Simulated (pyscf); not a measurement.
Structures and frequencies: ωB97X-D3(BJ)/def2-SVP in PySCF.

### Question
`[O]=[B][OH]` + `[H][H]` → `[OH][BH][OH]`
Surface: singlet. Broken: H–H. Formed: H–O, B–H. Give ΔE‡ and ΔE from ωB97M-D3(BJ)/def2-TZVP, relative to the separated reactants.

### Answer
ΔE‡ = 34.4 kcal/mol, ΔE = -29.4 kcal/mol. Zero-point energy shifts the barrier by +3.2 kcal/mol. It is an addition across a multiple bond or ene-type step, with an imaginary mode of 1607i cm⁻¹. At the saddle there is also a short B–H contact that neither side keeps. One saddle was located; it need not be the lowest between these sides.
